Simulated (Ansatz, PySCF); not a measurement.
Species: C$_{2}$H$_{5}$O$_{2}$, charge 1, multiplicity 1. It need not be the lowest isomer of its formula. 
Geometry from a B3LYP-D3(BJ)/def2-TZVP (Ansatz, a quantum-chemistry and plane-wave program) optimisation:
SMILES: COC=[OH+]
```xyz
9

C     -0.9066     0.0336     0.0103
O     -0.6598    -1.2235     0.0191
O      0.0180     0.8737    -0.0083
H     -1.9243     0.4227     0.0187
C      1.4500     0.4641    -0.0213
H      1.9852     1.4050    -0.0363
H      1.6449    -0.1061     0.8827
H      1.6238    -0.1227    -0.9189
H     -1.4553    -1.7869     0.0336
```
Charge +1, spin multiplicity 1.

Total electronic energies in hartree. Cores are frozen in the correlated levels unless marked. Spin-orbit coupling is left out. No relativistic terms. CBS marks a two-point X^-3 extrapolation of the correlation energy; Hartree-Fock from the larger set. The bracket is a focal-point correction in the basis named.

| level | program | energy (Eh) |
|---|---|---|
| HF/6-31G | Ansatz | -227.98176 |
| revPBE-D4/def2-TZVPD | Ansatz + dftd4 | -229.41841 |
| B3LYP-D4/def2-TZVPD | Ansatz + dftd4 | -229.48131 |
| PBE0/def2-SVP | Ansatz | -228.95088 |
| PBE0-D4/def2-TZVP | Ansatz + dftd4 | -229.21749 |
| PBE0/def2-TZVP | Ansatz | -229.21458 |
| BHLYP-D4/def2-TZVPD | Ansatz + dftd4 | -229.35110 |
| BHLYP/def2-TZVPD | Ansatz | -229.34738 |
| TPSSh-D4/def2-TZVPD | PySCF + dftd4 | -229.48416 |
| TPSSh/def2-TZVPD | PySCF | -229.47982 |
| r2SCAN0-D4/def2-TZVPD | Ansatz + dftd4 | -229.31665 |
| r2SCAN0/def2-TZVPD | Ansatz | -229.31566 |
| HSE06-D3(BJ)/def2-TZVPD | Ansatz + dftd3 | -229.20712 |
| CAM-B3LYP-D3(BJ)/def2-TZVPD | Ansatz + dftd3 | -229.38213 |
| B2PLYP-D3(BJ)/def2-TZVPD | Ansatz + dftd3 | -229.30363 |
| B2PLYP/def2-TZVPD | Ansatz | -229.30031 |
| MP2/cc-pVDZ | Ansatz | -228.75593 |
| SCS-MP2/6-31G | Ansatz | -228.39409 |
| SCS-MP2/cc-pVDZ | Ansatz | -228.74441 |
| SCS-MP2/cc-pVTZ | Ansatz | -228.97708 |
| CCSD/6-31G* | Ansatz | -228.72749 |
| CCSD(T)/STO-3G | Ansatz | -225.44445 |
| RI-MP2/CBS(cc-pVTZ,cc-pVQZ)+[CCSD(T)-MP2]/cc-pVTZ | Ansatz | -229.1531 |

Totals of different functionals don't rank their quality; only differences between species are comparable.
